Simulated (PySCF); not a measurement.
C₅H₇F.
Z-matrix (Å and degrees, PBE0-D3(BJ)/def2-SVP geometry), rows numbered from 1:
```
C 
C   1  1.3326
C   2  1.4946  1  125.04
C   3  1.4955  2  114.48  1   119.57
C   4  1.3293  3  128.31  2   -12.78
F   4  1.3398  3  111.51  2   167.77
H   1  1.0948  2  121.44  3    -0.57
H   1  1.0933  2  121.44  3   179.25
H   2  1.0970  1  119.25  3  -179.79
H   3  1.1056  2  109.97  1  -120.42
H   3  1.1040  2  110.85  1    -3.83
H   5  1.0906  4  120.48  3  -179.71
H   5  1.0896  4  119.94  3    -0.42
```

Method used: PySCF 2.14.0, PBE0-D3(BJ)/def2-SVP geometry optimisation, gas phase.

Take the most abundant isotopes and a rigid rotor. The values belong to one conformer with, in the numbering `[CH2:1]=[CH:2][CH2:3][C:4](=[CH2:5])[F:6]`, C1–C2–C3–C4 120°, C2–C3–C4–C5 -13°.

Give the principal moments of inertia and the rotational constants in MHz.

Ia = 60.87, Ib = 249.88, Ic = 292.87 u·Å²; 505379 MHz·u·Å²/I gives A = 8302, B = 2023, C = 1726 MHz.

Classify the top.

A near-prolate asymmetric top. Ray's parameter κ = (2B − A − C)/(A − C) = -0.910; −1 is the prolate and +1 the oblate limit.

What does the inertial defect say?

Not planar: Δ = Ic − Ia − Ib = -17.87 u·Å². For a rigid frame Δ = −2 Σ m c², so Σ m c² = 8.94 u·Å² lies off the ab plane: 5.20 from hydrogen and 3.74 from heavier atoms. The atom farthest from that plane is 1.40 Å away.

Give the other two planar moments, Paa and Pbb, and the rms extents of the mass along the axes.

Paa = Σ m a² = (Ib + Ic − Ia)/2 = 240.94 and Pbb = Σ m b² = (Ia + Ic − Ib)/2 = 51.94 u·Å². With the mass M = 86.05 u, the rms extents √(P/M) along a, b and c are 1.67, 0.78, 0.32 Å.

Give the coordinates in the principal-axis frame, origin at the centre of mass.

The sense of each axis is arbitrary; atoms in the order of the calculation.
```tsv
atom	mass (u)	a (Å)	b (Å)	c (Å)
C1	12.000	-2.660	0.030	-0.328
C2	12.000	-1.568	-0.028	0.433
C3	12.000	-0.310	-0.752	0.075
C4	12.000	0.902	0.119	-0.013
C5	12.000	0.963	1.446	-0.045
F6	18.998	2.026	-0.608	-0.073
H7	1.008	-2.702	-0.462	-1.306
H8	1.008	-3.554	0.568	-0.002
H9	1.008	-1.563	0.483	1.404
H10	1.008	-0.090	-1.525	0.835
H11	1.008	-0.427	-1.294	-0.879
H12	1.008	1.925	1.955	-0.116
H13	1.008	0.046	2.034	-0.012
```

Where do the levels up to J = 2 lie, in cm⁻¹?

Above 0(0,0):
J = 1: 1(0,1) 0.1250, 1(1,1) 0.3345, 1(1,0) 0.3444
J = 2: 2(0,2) 0.3747, 2(1,2) 0.5746, 2(1,1) 0.6043, 2(2,1) 1.2328, 2(2,0) 1.2331
The levels of one J sum to (2J + 1)J(J + 1)(A + B + C)/3.

Predict some low-J microwave lines.

The dipole components are |μa| = 1.33 D, |μb| = 0.15 D, |μc| = 0.10 D. The squared components, which scale the intensities, stand as 1.00 : 0.01 : 0.01 (a : b : c). Some lines, for components of 0.1 D or more:

```tsv
type	branch	J(Ka,Kc)	MHz	lower level (cm⁻¹)
a	Q	2(1,1) ← 2(1,2)	891	0.575
c	Q	3(1,3) ← 3(0,3)	5582	0.748
c	Q	2(1,2) ← 2(0,2)	5993	0.375
b	Q	3(1,2) ← 3(0,3)	7364	0.748
c	R	1(1,0) ← 0(0,0)	10325	0.000
a	R	3(1,3) ← 2(1,2)	10793	0.575
a	R	3(0,3) ← 2(0,2)	11203	0.375
a	R	3(2,2) ← 2(2,1)	11244	1.233
b	R	2(1,2) ← 1(0,1)	13479	0.125
c	R	2(1,1) ← 1(0,1)	14370	0.125
c	Q	3(2,2) ← 3(1,2)	18400	0.994
c	Q	2(2,1) ← 2(1,1)	18839	0.604
b	Q	2(2,0) ← 2(1,1)	18850	0.604
b	Q	2(2,1) ← 2(1,2)	19730	0.575
b	Q	3(2,2) ← 3(1,3)	20182	0.935
b	R	3(2,2) ← 2(1,1)	30084	0.604
c	R	3(2,2) ← 2(1,2)	30974	0.575
b	R	3(2,1) ← 2(1,2)	31026	0.575
c	Q	3(3,1) ← 3(2,1)	32096	1.610
b	Q	3(3,0) ← 3(2,1)	32096	1.610
b	R	3(3,1) ← 2(2,0)	43381	1.233
c	R	3(3,0) ← 2(2,0)	43382	1.233
```

Estimate the classical rotational partition function at 25 K, 298.15 K and 500 K.

Point group C1, symmetry number σ = 1; q = (√π/σ)·√((kT/h)³/(ABC)), k/h = 20836.6 MHz/K: 3910 at 25 K, 161000 at 298.15 K, 350000 at 500 K.

Whether it is a minimum is left open (no frequencies). Constants of a rigid frame at the computed geometry: no zero-point averaging, no centrifugal distortion.
